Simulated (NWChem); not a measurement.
**Si (-1) in NWChem**

```
Si
```
Charge -1, spin multiplicity 4.

All runs are NWChem calculations.

The correlated methods keep 5 core orbitals frozen. The stability of the SCF solutions was not checked.

Worked example. A B2PLYP run in def2-SVPD ends its self-consistent part (53 % exact exchange, 47 % B88, 73 % LYP) at -289.15703 Ha, and second-order perturbation theory on those orbitals gives -0.07786 Ha unscaled.

The perturbative term enters with the weight 0.27: -289.15703 + 0.27·(-0.07786) = -289.17805 Ha is the total energy.
